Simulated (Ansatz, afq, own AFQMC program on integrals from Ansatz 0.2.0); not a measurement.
## MoNH$_{3}$, septet in def2-SVP, levels against CCSDT(Q)

```json
{"atom": "Mo", "x (Å)": "-0.4030", "y (Å)": "0.0012", "z (Å)": "-0.0003"}
{"atom": "N", "x (Å)": "2.2039", "y (Å)": "-0.0068", "z (Å)": "0.0015"}
{"atom": "H", "x (Å)": "2.5743", "y (Å)": "-0.9511", "z (Å)": "0.0067"}
{"atom": "H", "x (Å)": "2.5781", "y (Å)": "0.4679", "z (Å)": "0.8161"}
{"atom": "H", "x (Å)": "2.5792", "y (Å)": "0.4594", "z (Å)": "-0.8175"}
```

Connectivity, by distances: Mo–NH3.

Basis def2-SVP with its core potentials. Only valence electrons are correlated. AFQMC by an in-house program on the Cholesky factors that Ansatz 0.2.0 writes for its CCSD(T) run. ph-AFQMC/CISD is guided by a CISD state made of CCSD amplitudes; releasing the constraint for a short imaginary time cuts its bias at the price of noise, slowly where states lie close. Error bars are statistical, one sigma. No spin–orbit coupling. The metal's outer-core s and p shells are frozen, which shifts wave-function levels against functionals.

Determinant: UHF, the one that the program's search chose, which needn't be the lowest solution. The geometry is a PBE0/def2-TZVP stationary point of this or a neighbouring charge and spin state.

No full CI on the walks' own integrals is used here; CCSDT(Q) serves as the reference and is uncertain by about the last step of the cluster series.

Cautions: no spin-orbit coupling; outer-core shells of the metal frozen; higher spins were not checked.

```
T1 diagnostic                               : 0.0110
weight of the determinant in the CISD state : 0.905
⟨S²⟩ of the determinant                     : 12.003
size of the correlated space                : 14 electrons in 55 orbitals
```

Reference: CCSDT(Q), correlation energy -7.501 eV. The released energy is read at 2.60 1/Eh (meV from the phaseless value at times in 1/Eh: -8 ± 3 at 0.24, -12.6 ± 2.5 at 0.60, -10.6 ± 2.4 at 1.20, -15.8 ± 2.3 at 1.80, -15 ± 4 at 2.60).

```
         level  E − E(reference) (kJ/mol)  share of correlation (%)
            HF                      723.8                      0.00
           MP2                       75.7                     89.54
          CCSD                       17.0                     97.65
       CCSD(T)                        2.3                     99.69
         CCSDT                        1.0                     99.87
   ph-AFQMC/HF                  2.3 ± 2.5                     99.68
 ph-AFQMC/CISD                  1.3 ± 0.3                     99.82
released AFQMC                 -0.2 ± 0.3                    100.03
```

A walk keeps the symmetry of its determinant, which the program's search chose and which needn't be the lowest solution, so a lower state of the same spin and another symmetry isn't excluded. Released energies are given only where the last usable release times agree within the noise; a slower fall can still hide under it.
